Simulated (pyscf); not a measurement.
Routes from InH [singlet] + hydrogen chloride (HCl)

Candidate steps break at most two bonds and form at most two. Each was searched with GFN2-xTB (tblite) first. Single points on ωB97X-D3(BJ)/def2-SVP structures (PySCF, gas phase). Correlated levels are frozen-core, on RHF or UHF. ΔMP2 is the change of the MP2 total energy from the triple- to the quadruple-zeta basis. Energies: CCSD(T)/def2-TZVPP + ΔMP2(QZVPP), kcal/mol, from the separated reactants, singlet surface; ΔG‡ with ideal gas, 1 atm, RRHO with modes under 100 cm⁻¹ raised to 100, one conformer, R ln 2 for chiral ones without a mode under 150 cm⁻¹.

```json
[
 {"products": "Cl–InH₂", "type": "insertion", "ΔE‡": "16.2", "ΔE": "-29.3", "ΔG‡ 298 K": "23.2", "ΔG‡ 900 K": "39.6", "ν‡ (cm⁻¹)": "1180i"},
 {"products": "InH [singlet] + HCl", "type": "four-centre exchange", "ΔE‡": "53.1", "ΔE": "0.0", "ΔG‡ 298 K": "60.0", "ΔG‡ 900 K": "77.6", "ν‡ (cm⁻¹)": "1135i"}
]
```

Row 1: On the reactant side the descent ends in a complex, 5.2 kcal/mol under the separated species and 19.3 kcal/mol under the saddle at ωB97X-D3(BJ)/def2-TZVP. Row 2: On the reactant side the descent ends in a complex, 5.2 kcal/mol under the separated species and 61.7 kcal/mol under the saddle at ωB97X-D3(BJ)/def2-TZVP. On the product side the descent ends in a complex, 5.2 kcal/mol under the separated species and 61.7 kcal/mol under the saddle at ωB97X-D3(BJ)/def2-TZVP. 

Plain bond fissions and candidates not yet searched are not listed, and one of them may be faster. Each barrier is that of the saddle found; lower ones may exist. The CCSD(T) − MP2 part came from Ansatz, without density fitting, on the same reference. The frozen core leaves the outer d or s,p core shells of the metals and heavy elements correlated in the MP2 and CC values, and def2-TZVPP describes them poorly, which can shift differences by a few kcal/mol. Elements past Kr carry the def2 core potentials, without spin-orbit coupling.
